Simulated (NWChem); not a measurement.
# Extrapolating the UMP2 correlation energy of P (+1)

```
P
```
Charge +1, spin multiplicity 3.

Program: NWChem.

The correlated methods keep 5 core orbitals frozen. No SCF solution was tested for a lower state. Open-shell Hartree-Fock references start from PBE0 orbitals.

Worked example. The UMP2 correlation energy is -62.43 mHa in cc-pVTZ and -66.47 mHa in cc-pVQZ. The form E(X) = E∞ + A/X³ turns the pair into an estimate of the basis-set limit.

E∞ = (4³·(-66.47) − 3³·(-62.43))/(4³ − 3³) = -69.4 mHa. The larger basis holds 96 % of that. This is a two-point estimate.
